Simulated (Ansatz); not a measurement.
This geometry of C$_{2}$H$_{4}$FNO (9 atoms, charge 0, multiplicity 1) is a first-order saddle point.

Method: RKS PBE-D4/cc-pVDZ in Ansatz.

```xyz
9
Properties=species:S:1:pos:R:3
N 1.135 0.689 0.615
C 0.546 -0.317 -0.231
O -0.325 -1.279 0.436
C -0.914 -0.379 -0.463
F -1.678 0.616 0.108
H 0.690 0.589 1.540
H 0.820 1.615 0.283
H 1.238 -0.780 -0.959
H -1.423 -0.802 -1.347
```

(1) Which two structures does it join? (They come from a converged band through this point; their orientation in space is the band's.)

(2) How far does it lie above each of them?

## Answers

(1) No bond is made or broken. The dihedral H6–N1–C2–O3 goes from 75 to -75°.

Image 0:

```xyz
9
Properties=species:S:1:pos:R:3
N 0.989 0.845 0.463
C 0.493 -0.300 -0.175
O -0.537 -1.197 0.513
C -0.925 -0.378 -0.537
F -1.714 0.712 -0.181
H 1.663 0.618 1.204
H 0.220 1.394 0.866
H 1.242 -0.899 -0.718
H -1.343 -0.842 -1.451
```

Image 8:

```xyz
9
Properties=species:S:1:pos:R:3
N 0.944 0.588 0.843
C 0.474 -0.336 -0.121
O -0.467 -1.364 0.384
C -0.945 -0.398 -0.504
F -1.761 0.575 0.061
H 0.206 1.269 1.074
H 1.764 1.096 0.494
H 1.257 -0.746 -0.783
H -1.381 -0.731 -1.465
```

(2) 0.264 eV above the first and 0.123 eV above the second. This is the barrier of this one path; another mechanism may lie lower.

Time of the run: 60 s on 1 thread of Intel(R) Xeon(R) 6975P-C (Granite Rapids), on a shared host, peak memory 0.14 GiB.
